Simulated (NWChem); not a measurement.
# One shape, several levels: C2H2F4 (norflurane)

Aim: a comparison of 5 runs (CCSD/STO-3G, CCSD/3-21G, CCSD/6-31G, CCSD/6-31G*, CCSD/6-31G**) of C2H2F4 (norflurane). 

The results are computed with NWChem 7.3.0.

### 1 The structure to begin with

C2H2F4: 8 atoms, total charge 0, spin state singlet. As SMILES, `FCC(F)(F)F`. The coordinates come from a PBE0-D4/def2-TZVP relaxation.

Bond lengths: F1–C2 1.364 Å, C2–C3 1.514 Å, C3–F4 1.332 Å, C3–F5 1.339 Å, C3–F6 1.332 Å, C2–H7 1.092 Å, C2–H8 1.092 Å. Some angles: F1–C2–C3 109.8°, C2–C3–F4 111.9°, C2–C3–F5 108.9°, C2–C3–F6 111.9°, F4–C3–F5 108.1°, F4–C3–F6 107.9°, F5–C3–F6 108.1°, F1–C2–H7 109.7°, F1–C2–H8 109.7°, C3–C2–H7 108.6°.

### 2 A single-point energy at CCSD/STO-3G (run 1)

Contents of struct.nw:

```
start struct
title "C2H2F4 energy"
memory stack 880 mb heap 220 mb global 1100 mb

geometry units au noautosym nocenter noautoz
  F  -0.42443249 -2.84687241  1.72947735
  C  -0.39911016 -1.39423993 -0.40005502
  C   0.39911016  1.27424233  0.25605789
  F   2.71062315  1.34416219  1.25175458
  F   0.41025954  2.66791534 -1.85590003
  F  -1.18032294  2.35006341  1.89520633
  H   0.94864251 -2.17053943 -1.75763427
  H  -2.29091498 -1.33244589 -1.22435356
end

basis spherical bse
  F library STO-3G
  C library STO-3G
  H library STO-3G
end

scf
  thresh 1e-08
  maxiter 80
  print low
end

ccsd
  freeze core 6
  maxiter 60
end

task ccsd energy
```

Run with:

```bash
$ nwchem struct.nw > struct.out
```

Output:

```text
[...]
  functions       =    32
[...]
  wavefunction    = RHF
[...]
         Total SCF energy =   -468.122371107032
      One-electron energy =  -1199.554085552952
      Two-electron energy =    458.391753331916
 Nuclear repulsion energy =    273.039961114004
        Time for solution =      2.2s
[...]
 Total MP2 energy:           -468.278453564445044
[...]
             energy      energy      error      ampl     ampl      Block
                                                time     time      time
[...]
 Total CCSD energy:           -468.322121468859564
[...]
```

It took 11 s on 1 thread of Intel Xeon Platinum 8259CL at 2.50GHz (Skylake/Cascade Lake), shared host; peak memory 0.12 GiB.

### 3 The energy at CCSD/3-21G (run 2)

Contents of a.nw:

```
start a
memory 2200 mb

geometry units angstrom noautosym nocenter noautoz
F    -0.224600   -1.506500    0.915200
C    -0.211200   -0.737800   -0.211700
C     0.211200    0.674300    0.135500
F     1.434400    0.711300    0.662400
F     0.217100    1.411800   -0.982100
F    -0.624600    1.243600    1.002900
H     0.502000   -1.148600   -0.930100
H    -1.212300   -0.705100   -0.647900
end

basis spherical bse
* library 3-21G
end

scf
thresh 1e-08
maxiter 80
noprint "final vectors analysis"
end

ccsd
freeze core 6
maxiter 60
end

task ccsd energy
```

Run with:

```bash
$ nwchem a.nw > a.out
```

Output:

```text
[...]
  functions       =    58
[...]
  wavefunction    = RHF
[...]
         Total SCF energy =   -472.088091237313
      One-electron energy =  -1199.650053295956
      Two-electron energy =    454.521981294584
 Nuclear repulsion energy =    273.039980764060
        Time for solution =      2.7s
[...]
 Total MP2 energy:           -472.727920528257698
[...]
             energy      energy      error      ampl     ampl      Block
                                                time     time      time
[...]
 Total CCSD energy:           -472.743600022957423
[...]
```

It took 36 s on 1 thread of Intel Xeon Platinum 8259CL at 2.50GHz (Skylake/Cascade Lake), shared host; peak memory 0.19 GiB.

### 4 The energy at CCSD/6-31G (run 3)

Contents of a.nw:

```
start a
title "C2H2F4"
memory stack 880 mb heap 220 mb global 1100 mb
geometry units angstrom noautosym nocenter noautoz
   F       -0.224600      -1.506500       0.915200
   C       -0.211200      -0.737800      -0.211700
   C        0.211200       0.674300       0.135500
   F        1.434400       0.711300       0.662400
   F        0.217100       1.411800      -0.982100
   F       -0.624600       1.243600       1.002900
   H        0.502000      -1.148600      -0.930100
   H       -1.212300      -0.705100      -0.647900
end
basis "ao basis" spherical bse
   * library 6-31G
end
scf
   thresh 1e-08
   maxiter 80
   noprint "final vectors analysis"
end
ccsd
   freeze core 6
   maxiter 60
end
task ccsd
```

Run with:

```bash
$ nwchem a.nw > a.out
```

Output:

```text
[...]
  functions       =    58
[...]
  wavefunction    = RHF
[...]
         Total SCF energy =   -474.499184174913
      One-electron energy =  -1202.230257476666
      Two-electron energy =    454.691092537694
 Nuclear repulsion energy =    273.039980764060
        Time for solution =      7.2s
[...]
 Total MP2 energy:           -475.152185213187238
[...]
             energy      energy      error      ampl     ampl      Block
                                                time     time      time
[...]
 Total CCSD energy:           -475.166671219408045
[...]
```

Run time: 52 s. Hardware: 1 thread of Intel Xeon Platinum 8259CL at 2.50GHz (Skylake/Cascade Lake), shared host; peak memory 0.19 GiB.

Run 4 isn't shown in full; the table further down has it.

### 5 The energy at CCSD/6-31G(d,p) (spherical functions) (run 5)

Contents of mymol.nw:

```
start mymol
title "C2H2F4 ccsd"
memory 2200 mb

geometry units angstrom noautosym nocenter noautoz
F    -0.224600   -1.506500    0.915200
C    -0.211200   -0.737800   -0.211700
C     0.211200    0.674300    0.135500
F     1.434400    0.711300    0.662400
F     0.217100    1.411800   -0.982100
F    -0.624600    1.243600    1.002900
H     0.502000   -1.148600   -0.930100
H    -1.212300   -0.705100   -0.647900
end

basis spherical bse
* library 6-31G**
end

scf
thresh 1e-08
maxiter 80
print low
end

ccsd
freeze core 6
maxiter 60
end

task ccsd energy
```

Run with:

```bash
$ nwchem mymol.nw > mymol.out
```

Output:

```text
[...]
  functions       =    94
[...]
  wavefunction    = RHF
[...]
         Total SCF energy =   -474.656291124253
      One-electron energy =  -1203.467423755789
      Two-electron energy =    455.771151867476
 Nuclear repulsion energy =    273.039980764060
        Time for solution =     20.7s
[...]
 Total MP2 energy:           -475.592069219597249
[...]
             energy      energy      error      ampl     ampl      Block
                                                time     time      time
[...]
 Total CCSD energy:           -475.612924401090652
[...]
```

Wall time 3.9 min (1 thread of Intel Xeon Platinum 8259CL at 2.50GHz (Skylake/Cascade Lake), shared host); peak memory 0.4 GiB.

### 6 Overview of the runs

```tsv
run	level	energy (Eh)	correlation energy (mEh)	wall time
1	CCSD/STO-3G	-468.322121	-199.8	11 s
2	CCSD/3-21G	-472.743600	-655.5	36 s
3	CCSD/6-31G	-475.166671	-667.5	52 s
4	CCSD/6-31G* (spherical functions)	-475.596413	-943.9	2.9 min
5	CCSD/6-31G** (spherical functions)	-475.612924	-956.6	3.9 min
```

### 7 What came out

| quantity | value |
| --- | --- |
| run 5: total energy | -475.61292 Eh |
| run 5: correlation energy (6 core orbitals frozen) | -956.6 mEh |

In run 1 the basis is minimal, so the values are rough. All runs together took 8.5 min, the longest 3.9 min.
